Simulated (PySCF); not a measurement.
Gas-phase reaction: 3 B(OH)₃ + B₂O → 4 H + 5 HBO₂

Energies from PySCF, thermal terms from the rigid-rotor harmonic-oscillator model, ideal gas at 1 bar. † marks an energy on the PBE0/def2-TZVP geometry and frequencies; other levels use their own. MP2 freezes the core. Open shells (unrestricted): H (multiplicity 2); the rest are closed-shell singlets. B3LYP is the form with VWN-RPA correlation. MP2 isn't extrapolated to the basis-set limit. Strong static correlation: B₂O.

| level | ΔH°(298 K), kJ |
|---|---|
| B3LYP/def2-TZVP† | (withheld) |
| BLYP/def2-TZVP† | 792 |
| MP2/def2-SVP† | 756 |
| PBE/def2-SVP | 821 |
| PBE/def2-TZVP† | 825 |
| PBE0/def2-QZVP† | 918 |
| PBE0/def2-SVP† | (withheld) |
| PBE0/def2-TZVP | (withheld) |
| r2SCAN/def2-TZVP† | 900 |
| LDA/def2-TZVP† | 1021 |
| ωB97X-V/def2-TZVP† | (withheld) |

Question: What belongs in the gaps?

Answer: 
- B3LYP/def2-TZVP†, ΔH°(298 K), kJ: 883
- PBE0/def2-SVP†, ΔH°(298 K), kJ: 901
- PBE0/def2-TZVP, ΔH°(298 K), kJ: 908
- ωB97X-V/def2-TZVP†, ΔH°(298 K), kJ: 953
